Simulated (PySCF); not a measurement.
Geometries of 2 isomers of C4H6OS, from PBE0-D3(BJ)/def2-SVP geometry optimisation, gas phase in PySCF. One conformer each, no zero-point energy, no frequencies.

Question: Which is lower in electronic energy at this level?
A.
```xyz
12
angstrom
O      0.794   -1.833   -1.154
C      0.463   -0.907   -0.466
C     -0.964   -0.419   -0.283
C     -0.920    1.015    0.208
S      0.514    1.109    1.340
C      1.457   -0.068    0.339
H     -1.525   -0.564   -1.218
H     -1.419   -1.072    0.484
H     -1.815    1.311    0.772
H     -0.791    1.725   -0.626
H      2.139    0.431   -0.371
H      2.067   -0.728    0.973
```
B.
```xyz
12
angstrom
O     -1.472    1.904    1.305
S     -0.883    1.428    0.010
C      0.886    1.149    0.201
C      1.287   -0.089   -0.086
C      0.204   -1.056   -0.472
C     -1.113   -0.407   -0.060
H      1.513    2.002    0.471
H      2.339   -0.392   -0.079
H      0.235   -1.232   -1.562
H      0.348   -2.042    0.000
H     -1.965   -0.641   -0.712
H     -1.379   -0.622    0.987
```

Answer: A. That is tetrahydrothiophen-3-one (`O=C1CCSC1`), 49.5 kcal/mol below the other.

```json
{"SMILES": "O=C1CCSC1", "atoms numbered as above": "[O:1]=[C:2]1[CH2:3][CH2:4][S:5][CH2:6]1", "E (Eh)": "-628.76061", "relative (kcal/mol)": "0.0", "relative (kJ/mol)": "0.0", "dipole (D)": "1.65"}
{"SMILES": "O=[S@]1C=CCC1", "atoms numbered as above": "[O:1]=[S@:2]1[CH:3]=[CH:4][CH2:5][CH2:6]1", "E (Eh)": "-628.68169", "relative (kcal/mol)": "49.5", "relative (kJ/mol)": "207.2", "dipole (D)": "4.59"}
```

As drawn, the lower has a C=O bond, which the higher lacks; the higher has an S=O bond and a C=C bond outside aromatic rings, which the lower lacks.
